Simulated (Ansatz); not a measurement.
Harmonic frequencies (cm⁻¹) at PBE0-D4/def2-TZVP from Ansatz: 171, 221, 326, 481, 527, 634, 750, 942, 960, 988, 1065, 1086, 1262, 1349, 1766, 2708, 3135, 3301.

Each molecule was computed in one conformer, which needn't be the lowest.

(1) Which molecule is it?
A. `FCC=C=S`
B. `FC1C=C1S`
C. `F/C=C1\CS1`
D. `C=C1SC1F`

## Answers

(1) B.
